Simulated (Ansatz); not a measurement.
We consider bcc Rb, described by BLYP (PAW; Ansatz, a first-principles code).

Input:

Ansatz 0.2 input:
```yaml
crystal:
  lattice:
    - [-2.8562552961, 2.8562552961, 2.8562552961]
    - [2.8562552961, -2.8562552961, 2.8562552961]
    - [2.8562552961, 2.8562552961, -2.8562552961]
  atoms:
    - { symbol: Rb, position: [0.0, 0.0, 0.0] }
basis:
  ecutwfc: 520
  ecutrho_ratio: 4
  xc_grid: 2
kpoints:
  mp_grid: { grid: [14, 14, 14] }
hamiltonian:
  xc: blyp
  dispersion: none
  pseudopotentials: { kind: paw }
scf:
  occupations: { method: fermi_dirac, width: 0.05 }
  convergence: { dr2_threshold: 0.0000000001 }
output:
  forces: false
  stress: true
  eigenvalues: true
```

Output (set-up and result lines):

```
Crystal: 1 atoms, lattice volume = 93.208 Å³
Basis set: ecut = 520 eV, 2491 PW (Γ), exchange–correlation on 80×80×80 points (8 copies of the dense FFT grid, shifted against one another)
Bands: 9, of which v1, the nominal top of the filled ones, is band 5 counted from 1 (4 counted from 0)
Symmetry: 48 space group operations
Space group: Im-3m (ITA 229), of the structure as read, at distance tolerance 4.5e-5 Å
k-points: 104 of 2744
Functional: x = b88, c = lyp
SCF iter   1: F=—  HF=-3279.643417 eV  |F-HF|=—  |Δ(HF+E_count)|=         —  Δρ=2.02e-3  dr2=1.79e-3
SCF iter   2: F=—  HF=-3279.644988 eV  |F-HF|=—  |Δ(HF+E_count)|=   1.57e-3  Δρ=1.11e-3  dr2=7.55e-4
  ...
SCF iter   8: F=—  HF=-3279.646734 eV  |F-HF|=—  |Δ(HF+E_count)|=   4.82e-8  Δρ=3.70e-7  dr2=2.13e-10
SCF iter   9: F=-3279.646734 eV  HF=-3279.646734 eV  |F-HF|=1.44e-10  |Δ(HF+E_count)|=   1.59e-9  Δρ=7.72e-8  dr2=6.40e-12
SCF 1 converged in 9 iterations: F = -3279.646734 eV  dr2 = 6.40e-12
SCF converged after 9 iterations
Free energy (F): -3279.646734 eV
Internal energy: -3279.638728 eV  (E = F + TS)
E sigma→0 (E₀):  -3279.642731 eV
Fermi energy:    2.261046 eV
--- Stress (GPa, compression-positive) ---
        0.049053       0.000000       0.000000
       -0.000000       0.049053      -0.000000
       -0.000000       0.000000       0.049053
  P = ⅓ Tr σ = 0.0491 GPa (0.491 kbar)
```

The PAW data were made under PBE.

Cost on a shared machine: very roughly 10 core-seconds.
